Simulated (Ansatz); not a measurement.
## From barrier to diffusion: O in SrTiO3

Computed with DFT PBE, scalar-relativistic, plane waves, PAW (Ansatz 0.2.0). (420 eV cutoff, 3×3×3 k-mesh, Gaussian smearing of 0.02 eV, no spin polarisation)

Host crystal, relaxed:

```
Sr Ti O
1.0
     3.93642    0.00000    0.00000
     0.00000    3.93642    0.00000
     0.00000    0.00000    3.93642
Sr Ti O
1 1 3
Direct
  0.00000 0.00000 0.00000
  0.50000 0.50000 0.50000
  0.50000 0.00000 0.50000
  0.50000 0.50000 0.00000
  0.00000 0.50000 0.50000
```

In a supercell of 20 host sites with charge +2, O trades places with a neighbouring O vacancy, moving 2.51 Å. Climbing-image nudged elastic band at fixed cell; the order of the saddle wasn't checked, and the small cell leaves errors of about a tenth of an eV.

| image | path (Å) | E − E(0) (eV) |
| --- | --- | --- |
| 0 | 0.00 | 0.000 |
| 1 | 0.70 | 0.287 |
| 2 | 1.39 | 0.639 |
| 3 | 2.09 | 0.287 |
| 4 | 2.79 | 0.000 |

Task: What are the barriers forward and back, and what attempt frequency does the shape suggest?

Result: Forward 0.64 eV, back 0.64 eV, the ends being level. For a sinusoidal profile E_b sin²(πx/l), with the O atom alone moving, ν = (1/l)√(E_b/2m) = 5.5×10¹² s⁻¹, within an order of magnitude of the customary 10¹³ s⁻¹; a true prefactor needs the vibrations at the minimum and at the saddle.

Task: With ν = 10¹³ s⁻¹, how often does the exchange happen at 300, 600 and 1000 K once atom and vacancy are neighbours, taking the host as solid throughout? Does that give the diffusivity?

Result: k = ν exp(−E_b/k_BT):
| T (K) | k (1/s) | wait (s) |
| --- | --- | --- |
| 300 | 185 | 5.4×10⁻³ |
| 600 | 4.3×10⁷ | 2.3×10⁻⁸ |
| 1000 | 6.0×10⁹ | 1.7×10⁻¹⁰ |

No. The atom can jump only when a vacancy is beside it, so where vacancies are thermal the activation energy of diffusion adds the vacancy's formation energy; where doping, quenching or off-stoichiometry fixes their number, it doesn't. And repeated exchanges only swap the two back and forth: O gets on when the vacancy moves round it by other jumps, which the correlation factor counts. An error of 0.1 eV in the barrier changes k by a factor of 48 at 300 K and 3.2 at 1000 K.

Cost: 1 run of about 71 core-minutes, on AMD EPYC (Zen 3) (shared hosts).